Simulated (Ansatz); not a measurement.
## Ansatz (development build ahead of 0.2.0) run

```yaml
crystal:
  periodic: [false, false, false]
  atoms:
    - { symbol: C, position_ang: [0.00374, 0.63016, -1.22622] }
    - { symbol: C, position_ang: [0.00601, -0.62327, -1.24204] }
    - { symbol: C, position_ang: [0.00726, 1.46512, -0.14025] }
    - { symbol: C, position_ang: [-0.00653, -1.45731, -0.13938] }
    - { symbol: C, position_ang: [-0.00917, 0.70021, 1.05147] }
    - { symbol: C, position_ang: [-0.00901, -0.70679, 1.05338] }
    - { symbol: H, position_ang: [0.00799, 2.55691, -0.13576] }
    - { symbol: H, position_ang: [0.00731, -2.54761, -0.13061] }
    - { symbol: H, position_ang: [-0.0092, 1.2277, 2.01686] }
    - { symbol: H, position_ang: [0.00371, -1.22093, 2.01651] }
basis:
  gaussian: { orbitals: STO-3G }
hamiltonian:
  xc: hf
correlation:
  method: mp2
  frozen_orbitals: { C: 1, H: 0 }
```

The input is written out in the form of the current development build from the run's settings.

Results

```json
{
  "Converged": "yes",
  "Reference energy": "-226.54446 hartree",
  "Correlation energy": "-0.40149 hartree",
  "Total energy": "-226.94594 hartree",
  "Spin squared of the determinant": "0.000"
}
```

Caution: in another basis set an unrestricted determinant lies well below.
